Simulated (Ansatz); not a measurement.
# AlH3OS (built from SMILES [OH][AlH][SH]): a saddle search

Does the minimum-mode search get back to a saddle from here?

Computed with Ansatz 0.2.0, Gaussian basis. Level: B3LYP-D4/def2-SVP.

1 further run of the same task is left out (it didn't finish).

## (1) The system as given

The start, a known saddle point with all atoms moved at random by about 0.06 Å a coordinate: 6 atoms, charge 0, spin multiplicity 1.

Atoms are counted from 1 here; the program's logs count them from 0.

Bond lengths: Al1–S2 2.441 Å, Al1–H3 1.645 Å, Al1–O4 1.715 Å, S2–H5 1.365 Å, O4–H6 1.000 Å. Angles: S2–Al1–H3 46.3°, S2–Al1–O4 108.2°, H3–Al1–O4 147.6°, Al1–S2–H5 89.1°, Al1–O4–H6 122.0°.

Coordinates:

```
Al   -0.36632    0.28417    0.91207
S     1.10739    0.34306   -1.03341
H     0.89777    1.24035    0.47140
O    -1.82987   -0.48293    0.45392
H     2.05157   -0.32926   -0.31166
H    -1.94081   -0.92249   -0.43752
```

## (2) The search

File run/in.yaml:

```yaml
crystal:
  periodic: [false, false, false]
  atoms:
    - {symbol: Al, position_ang: [-0.366316, 0.284172, 0.912073]}
    - {symbol: S, position_ang: [1.107392, 0.343063, -1.033410]}
    - {symbol: H, position_ang: [0.897765, 1.240349, 0.471402]}
    - {symbol: O, position_ang: [-1.829872, -0.482934, 0.453923]}
    - {symbol: H, position_ang: [2.051566, -0.329256, -0.311655]}
    - {symbol: H, position_ang: [-1.940815, -0.922494, -0.437522]}
basis:
  gaussian: {orbitals: def2-SVP}
hamiltonian: {xc: {name: B3LYP}, dispersion: d4}
saddle:
  f_tol: 0.05
  max_steps: 40
  mode_guess:
    - [-0.2612, -0.0045, 0.4988]
    - [0.1216, 0.3579, 0.2287]
    - [0.1415, -0.2662, -0.6218]
    - [-0.0126, -0.0286, -0.0626]
    - [0.0302, -0.0462, -0.0012]
    - [-0.0196, -0.0124, -0.0420]
```

Launch:

```console
ansatz run in.yaml --threads 2 --pin off --events-out ev --progress --plain --max-ram 4352MiB
```

Before running it: what results should come out? Wanted: energy change; last largest force; RMSD from the start; RMSD from the known saddle.

The runs gave:

| quantity | value |
| --- | --- |
| steps | 8 |
| energy change | -7.8 kJ/mol |
| last largest force | 0.0213 eV/Å |
| RMSD from the start | 0.088 Å |
| RMSD from the known saddle | 0.048 Å |

What this shows: It converged in 8 steps at a force tolerance of 0.05 eV/Å. It is back at the known saddle, up to the shift that another level brings.
